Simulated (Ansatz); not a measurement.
Born–Oppenheimer molecular dynamics of C$_{3}$HN (5 atoms, charge 0, multiplicity 1). It starts from a relaxed structure.

The calculation used RKS PBE-D4/def2-mTZVP (Ansatz).

```
ensemble        : NVT, Nosé–Hoover chain
time step       : 0.5 fs
steps asked     : 300
set temperature : 50 K
thermostat      : time constant 300 fs, chain length 1
seed            : 275947
```

First frame:

```xyz
5
Properties=species:S:1:pos:R:3
C -0.138 1.262 0.150
C 0.001 0.064 0.002
C 0.158 -1.282 -0.165
N 0.292 -2.438 -0.308
H -0.263 2.319 0.280
```

What does the run give?

All steps were run.

```json
{
  "steps done": "300",
  "time covered": "150 fs",
  "mean temperature over the second half": "26 K",
  "spread of the potential energy over the second half": "0.6 meV per atom",
  "mean potential energy of the second half above the start": "2.0 meV per atom"
}
```

The conserved energy stayed within 0.028 meV per atom of its start (net change 0.026 meV per atom), so the integration is sound. The mean temperature of the second half is 48 % below the set value. A run of 0.15 ps of so small a system gives no equilibrium averages.

What happens to the structure?

The same pairs are bonded in the first frame and the last. Pairs count as bonded within 1.25 times the sum of covalent radii (0.12 Å more for H–H). Another seed would give other details.

How do temperature and energy run in time?


| time (fs) | T (K) | potential energy less start (eV) | conserved less start (meV/atom) |
| --- | --- | --- | --- |
| 0.0 | 50 | 0.000 | 0.00 |
| 7.5 | 22 | 0.011 | 0.02 |
| 15.0 | 29 | 0.008 | 0.00 |
| 22.5 | 22 | 0.011 | 0.02 |
| 30.0 | 27 | 0.009 | 0.00 |
| 37.5 | 17 | 0.013 | 0.02 |
| 45.0 | 16 | 0.013 | 0.01 |
| 52.5 | 24 | 0.010 | 0.02 |
| 60.0 | 31 | 0.008 | 0.01 |
| 67.5 | 24 | 0.011 | 0.02 |
| 75.0 | 34 | 0.006 | 0.01 |
| 82.5 | 25 | 0.010 | 0.02 |
| 90.0 | 24 | 0.011 | 0.02 |
| 97.5 | 25 | 0.010 | 0.01 |
| 105.0 | 16 | 0.014 | 0.02 |
| 112.5 | 25 | 0.010 | 0.01 |
| 120.0 | 11 | 0.016 | 0.02 |
| 127.5 | 40 | 0.005 | 0.00 |
| 135.0 | 29 | 0.009 | 0.03 |
| 142.5 | 32 | 0.008 | 0.00 |
| 150.0 | 29 | 0.010 | 0.03 |

Time of the run: 22 min on 1 thread of Intel(R) Xeon(R) Processor @ 2.50GHz (Skylake/Cascade Lake), with other jobs on the host, peak memory 0.14 GiB.
